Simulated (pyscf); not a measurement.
Single points on ωB97X-D3(BJ)/def2-SVP structures (PySCF, gas phase).

For the elementary gas-phase step [HAs=In]• + hydrogen (H₂) -> [H₂As–InH]• (doublet surface; H–H broken, H–In, As–H formed), what barrier and reaction energy does ωB97M-D3(BJ)/def2-TZVP give, measured from the separated reactants?

ΔE‡ = 23.6 kcal/mol, ΔE = -4.3 kcal/mol. Zero-point energy shifts the barrier by +0.4 kcal/mol. It is an addition across a multiple bond or ene-type step, with an imaginary mode of 1690i cm⁻¹. One saddle was located; it need not be the lowest between these sides. Elements up to Kr have no core potential and no relativistic terms here. Elements past Kr carry the def2 core potentials, without spin-orbit coupling.
